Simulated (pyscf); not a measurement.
Four-centre exchange: H₂B–O–SnH₃ (SMILES B[O][SnH3]) + HCl (SMILES Cl) → Cl–SnH₃ (SMILES [Cl][SnH3]) + H₂B–OH (SMILES BO)

Gas phase, singlet surface, charge 0. Bonds broken: Sn1–O2, Cl9–H10. Bonds formed: Sn1–Cl9, O2–H10. Structures and frequencies: ωB97X-D3(BJ)/def2-SVP in PySCF.

Transition state (Å):

```xyz
10

Sn    -2.3491    -0.1533    -0.3567
O     -0.2631    -0.1121     0.1099
B      0.8469    -0.7277    -0.3764
H     -3.2152    -0.8622     0.9102
H     -2.0893    -1.3009    -1.6080
H     -2.8265     1.3275    -1.0181
H      1.9116    -0.4656     0.1316
H      0.7188    -1.5074    -1.2926
Cl    -1.3940     1.5735     1.7962
H     -0.4115     0.6801     0.9799
```

One imaginary mode, 527i cm⁻¹; descent along it reached the two sides named, in the forms told below.

| bond | change | reactant side (Å) | saddle | product side |
|---|---|---|---|---|
| Sn1–O2 | breaks | 2.039 | 2.138 | 3.4 |
| Cl9–H10 | breaks | 1.309 | 1.559 | 2.379 |
| Sn1–Cl9 | forms | 3.5 | 2.9 | 2.375 |
| O2–H10 | forms | 1.780 | 1.186 | 0.970 |

Electronic energies relative to the separated reactants (kcal/mol):

| level | barrier | reaction energy | reverse barrier |
|---|---|---|---|
| ωB97X-D3(BJ)/def2-TZVP | -0.3 | -18.4 | 18.0 |
| PBE/def2-TZVP | -1.3 | -17.0 | 15.7 |
| r²SCAN/def2-TZVP | -1.7 | -17.0 | 15.3 |
| B3LYP-D3(BJ)/def2-TZVP | -0.3 | -16.8 | 16.5 |
| PBE0-D3(BJ)/def2-TZVP | -1.6 | -18.1 | 16.5 |
| M06-2X/def2-TZVP | -1.3 | -16.7 | 15.4 |
| ωB97M-D3(BJ)/def2-TZVP | 1.6 | -17.0 | 18.6 |
| HF/def2-TZVP | 12.0 | -19.5 | 31.5 |

With ωB97M-D3(BJ)/def2-TZVP energies and thermal terms (ideal gas, 1 atm, RRHO with modes under 100 cm⁻¹ raised to 100, one conformer, R ln 2 for chiral ones without a mode under 150 cm⁻¹), in kcal/mol:

| T (K) | ΔH‡ | ΔG‡ | ΔH | ΔG |
|---|---|---|---|---|
| 298 | 1.2 | 11.5 | -14.7 | -15.0 |
| 600 | 1.1 | 22.2 | -15.5 | -15.0 |
| 900 | 1.4 | 32.7 | -16.0 | -14.6 |
| 1200 | 1.8 | 43.0 | -16.6 | -14.0 |

On the reactant side the descent ends in a complex, 7.1 kcal/mol under the separated species and 6.7 kcal/mol under the saddle at ωB97X-D3(BJ)/def2-TZVP. On the product side the descent ends in a complex (not fully relaxed), 5.0 kcal/mol under the separated species and 23.0 kcal/mol under the saddle at ωB97X-D3(BJ)/def2-TZVP. At ωB97X-D3(BJ)/def2-TZVP, PBE, r²SCAN, B3LYP-D3(BJ), PBE0-D3(BJ), M06-2X the saddle lies under the separated reactants, which points to a path from their complex (located at ωB97X-D3(BJ) alone). One saddle was located; it need not be the lowest between these sides. Elements past Kr carry the def2 core potentials, without spin-orbit coupling.
